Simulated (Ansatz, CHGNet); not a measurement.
Elastic constant C12 (GPa) of solids drawn from the class of oxides, at two levels: the machine-learned potential CHGNet 0.3.0 (trained on PBE and PBE+U data), and r²SCAN in Ansatz (PAW).

```csv
solid,CHGNet 0.3.0,r²SCAN,shift (%)
cubic perovskite KTaO3,81.7,82.8,+1.3
rock-salt MgO,81.7,94.6,+15.8
rock-salt SrO,43.2,48.8,+13.0
anatase TiO2 (metastable phase),150,159,+6.0
rutile SnO2,132,174,+32
stishovite (SiO2),143,203,+42
rock-salt CaO,61.9,59.5,-3.9
rutile TiO2,165,198,+20
cubic perovskite BaZrO3,83.1,85.5,+2.9
cubic perovskite BaHfO3,80.9,86.4,+6.8
```

The shifts run from -3.9 % to +42 %, with a median of +9.9 %.

Over all 10 rows r²SCAN is the larger in 9.

Ansatz's runs of these crystals have no spin polarisation.

Spin–orbit coupling is left out, also for the solids with elements from indium on (cubic perovskite KTaO3, rutile SnO2, cubic perovskite BaZrO3, cubic perovskite BaHfO3); its size isn't shown.

Each level is taken at its own relaxed cell. Ansatz's density-functional and Hartree–Fock values are scalar-relativistic unless marked +SOC, with PAW data made under PBE.

Ansatz is a quantum-chemistry and plane-wave program.
